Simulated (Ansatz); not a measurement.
Input for Ansatz (development build ahead of 0.2.0):

```yaml
crystal:
  periodic: [false, false, false]
  atoms:
    - { symbol: "N", position_ang: [-0.08898, -0.10943, 0.20239] }
    - { symbol: O, position_ang: [-0.05406, 1.00823, 0.41154] }
    - { symbol: O, position_ang: [2.90296, 0.01831, -0.112] }
    - { symbol: H, position_ang: [3.09201, 0.83942, 0.37322] }
    - { symbol: H, position_ang: [3.56112, -0.05746, -0.79108] }
basis:
  gaussian: { orbitals: def2-SVP }
magnetization:
  spin_polarized: true
  initial_magnetization: 1
hamiltonian:
  xc: pbe0
output:
  forces: true
```

The input is written out in the form of the current development build from the run's settings.

Results

```yaml
Converged: yes
Total_energy: -205.92922 hartree
Spin_squared_of_the_determinant: 0.753
Stability_test: minimum
```

Forces (eV/Å):
```
atom      Fx      Fy      Fz
  N1  -0.004  -0.675  -0.135
  O2   0.041   0.664   0.122
  O3  -0.711   0.301   0.888
  H4   0.097  -0.452  -0.443
  H5   0.578   0.161  -0.433
```

Caution: charge can spread falsely over distant fragments.
